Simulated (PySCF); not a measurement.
These are PBE-D3(BJ)/def2-TZVP // B3LYP-D3(BJ)/def2-TZVP run with PySCF values and carry that method's errors. Isolated molecules, 0 K electronic values unless said otherwise. 

Reference species (SMILES): `F[Si](F)(F)F` (neutral, multiplicity 1).

```json
{
 "dipole_moment": "0.00 D"
}
```

Changed species: `F[SiH](F)F` (whole molecule; the reference has whole molecule).

Question: What does the change do to the dipole moment?

Answer: the dipole moment goes up by 1.23 D, to 1.23 D.
